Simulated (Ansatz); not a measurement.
Frontier orbitals of C3H6S3, SMILES `C1SCSCS1`.

```xyz
12

C    -0.359   -1.280   -0.848
S     0.940   -1.607    0.354
C     0.717   -0.157    1.395
S     1.066    1.434    0.630
C    -0.246    1.437   -0.601
S    -0.138    0.177   -1.882
H    -0.375   -2.136   -1.524
H    -1.327   -1.229   -0.342
H    -0.295   -0.152    1.811
H     1.421   -0.261    2.222
H    -0.186    2.399   -1.111
H    -1.218    1.376   -0.105
```

The species carries charge 0 and has multiplicity 1. The geometry is a stationary point of PBE0-D4/def2-TZVP. Basis def2-TZVPP, Ansatz 0.2.0.

| functional | HOMO (eV) | LUMO (eV) |
| --- | --- | --- |
| r2SCAN | -5.62 | -0.58 |

(1) Give HOMO and LUMO (eV) with LDA (SPW92), PBE, revPBE, BLYP, B97M-V, PBE0, B3LYP, r2SCANh, r2SCAN0, HSE06 (plane-wave form), BHLYP, CAM-B3LYP, LC-ωPBE, ωB97X-V, ωB97M-V, HF. (Estimate.)

Answers

(1) Ansatz gave: 
| functional | HOMO | LUMO |
| --- | --- | --- |
| LDA (SPW92) | -5.50 | -1.00 |
| PBE | -5.37 | -0.81 |
| revPBE | -5.32 | -0.72 |
| BLYP | -5.20 | -0.69 |
| B97M-V | -5.70 | -0.59 |
| PBE0 | -6.55 | 0.16 |
| B3LYP | -6.31 | -0.09 |
| r2SCANh | -6.05 | -0.23 |
| r2SCAN0 | -6.70 | 0.30 |
| HSE06 (plane-wave form) | -6.15 | -0.23 |
| BHLYP | -7.59 | 1.16 |
| CAM-B3LYP | -7.84 | 1.25 |
| LC-ωPBE | -9.22 | 2.50 |
| ωB97X-V | -8.86 | 2.31 |
| ωB97M-V | -8.68 | 2.11 |
| HF | -9.26 | 3.62 |

B3LYP here is the variant with VWN-RPA as its local correlation; programs differ in this. LC-ωPBE has ω = 0.4 bohr⁻¹. Positive LUMOs are unbound and depend on the basis.
